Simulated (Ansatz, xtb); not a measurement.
## Two structures of CH2O+

Structure a is a doublet given by its coordinates and structure b is the doublet with the links of `[H]/[C]=[O+]/[H]`. Both are isolated ions in the gas phase, relaxed with PBE0-D3(BJ)/def2-SVP.

a (Å):

```yaml
atoms:
  - { symbol: C, position_ang: [-0.5117, -0.1287, -0.0851] }
  - { symbol: O, position_ang: [-0.3537, -0.9382, 0.7675] }
  - { symbol: H, position_ang: [0.3208, 0.5910, -0.3459] }
  - { symbol: H, position_ang: [-1.4954, -0.0737, -0.6404] }
```

Close contacts (Å): C1–O2 1.19, C1–H3 1.13, C1–H4 1.13.

b (Å):

```tsv
atom	x (Å)	y (Å)	z (Å)
C	-0.5794	0.9276	-0.7424
O	-0.6348	-0.1588	-1.2806
H	-1.0564	1.1867	0.2289
H	-0.1743	-0.2930	-2.1509
```

Energies in hartree; the thermal terms are from PBE0-D3(BJ)/def2-SVP harmonic frequencies (ideal gas, rigid rotor, one conformer each, 298.15 K, 1 atm) and include the zero-point energy:

```
                                a           b
E, CCSD(T)/def2-TZVPP  −113.939370  −113.931141
    zero-point energy     0.024091     0.026113
         H(298 K) − E     0.027984     0.029998
         G(298 K) − E     0.002398     0.003959
```

Q: Work out ΔE, ΔE₀, ΔH and ΔG for a → b in kcal/mol (1 Eh = 627.51 kcal/mol) and the equilibrium ratio [b]/[a].

A: 1. ΔE = −113.931141 − (−113.939370) = +0.008229 Eh = +5.16 kcal/mol.
2. ΔE₀ = ΔE + ΔZPE = +0.008229 + (+0.002022) Eh = +6.43 kcal/mol.
3. ΔH = ΔE + (+0.002014) Eh = +6.43 kcal/mol.
4. ΔG = ΔE + (+0.001561) Eh = +6.14 kcal/mol, so ΔS = (ΔH − ΔG)/T = +4.0 J/(mol K).
5. kT = 0.9442 mEh, so K = [b]/[a] = exp(−ΔG/kT) = exp(−10.37) ≈ 3.1 × 10^−5.

Structure a is favoured at this temperature. An error of 1 kcal/mol in ΔG would change K by a factor of 5.4. MP2/def2-TZVPP gave ΔE the other sign. Mirror images and further conformers aren't counted.

Other levels gave ΔE = +10.4 (GFN2-xTB); +5.6 (HF/STO-3G, GFN2-xTB geometries); +5.3 (r2SCAN-D4/def2-SVP, GFN2-xTB geometries); +5.9 (PBE0-D3(BJ)/def2-SVP); +7.1 (HF/def2-TZVPP); −3.6 (MP2/def2-TZVPP) kcal/mol. Open shells are spin-unrestricted. The correlated steps freeze 2 core orbitals. Programs: Ansatz 0.2.0, xtb 6.7.1.
